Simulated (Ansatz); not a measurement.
**BH4− (singlet): wave-function methods side by side, aug-cc-pVDZ**

The task here is to estimate one member of a computed series from the others.

Method: aug-cc-pVDZ, core rule «outside noble gas», up to 1 orbitals frozen; program: Ansatz 0.2.0, Gaussian basis.

The runs, in order: UHF; CCSD(T) on RHF; BCCD(T) on RHF; CISD; CCSDT(Q) on RHF; CCSDTQ on RHF; CASSCF and MRCISD+Q, 8 electrons in 8 orbitals; CASSCF and NEVPT2, 8 electrons in 8 orbitals.

6 further runs of the same task are left out: 3 for a known fault of the program, 3 set aside as unsound or not needed.

## What is computed

The geometry is a PBE0/def2-TZVPD stationary point (not a proven minimum).

5 atoms, charge -1, spin multiplicity 1.

Atoms are counted from 1 here; the program's logs count them from 0.

Bond lengths: B1–H2 1.239 Å, B1–H3 1.239 Å, B1–H4 1.239 Å, B1–H5 1.239 Å. Angles: H2–B1–H3 109.5°, H2–B1–H4 109.5°, H2–B1–H5 109.5°, H3–B1–H4 109.5°, H3–B1–H5 109.5°, H4–B1–H5 109.5°.

The first run:

in.yaml

```yaml
crystal:
  periodic: [false, false, false]
  atoms:
    - {symbol: B, position_ang: [0.000000, 0.000000, 0.000000]}
    - {symbol: H, position_ang: [0.714366, 0.716202, 0.715897]}
    - {symbol: H, position_ang: [-0.719283, -0.712099, 0.715066]}
    - {symbol: H, position_ang: [-0.711684, 0.714767, -0.719991]}
    - {symbol: H, position_ang: [0.716601, -0.718870, -0.710973]}
basis:
  gaussian: {orbitals: aug-cc-pVDZ}
total_charge: -1
magnetization: {spin_polarized: true, initial_magnetization: 0}
hamiltonian: {xc: hf}
output: {orbitals: {seedname: orbitals}}
```

Started as:

```
ansatz run in.yaml --threads 1 --pin off --events-out ev --progress --plain --max-ram 4096MiB --backend cpu
```

Among the steps run: UHF; CCSD(T) on RHF; BCCD(T) on RHF; CISD; CCSDT(Q) on RHF; CCSDTQ on RHF; CASSCF and MRCISD+Q, 8 electrons in 8 orbitals; CASSCF and NEVPT2, 8 electrons in 8 orbitals.

One table of the session follows, with a row left open; its other results are not shown here.

```
          method  from RCCSDTQ (meV)
             RHF             +4828.3
            RMP2              +905.3
            CISD              +380.3
           RCCSD              +137.0
        RCCSD(T)               +20.9
         BCCD(T)               +20.9
          RCCSDT                +3.4
       RCCSDT(Q)                +0.3
         RCCSDTQ                   0
  CASSCF valence                   ?
  NEVPT2 valence             +1002.9
  MRCISD valence              +173.7
MRCISD+Q valence                -0.8
```

Estimate the missing values for CASSCF valence.

**Answer.** from RCCSDTQ (meV): +3205.7. In the column «from RCCSDTQ (meV)» it lies between NEVPT2 valence (+1002.9) and RHF (+4828.3).
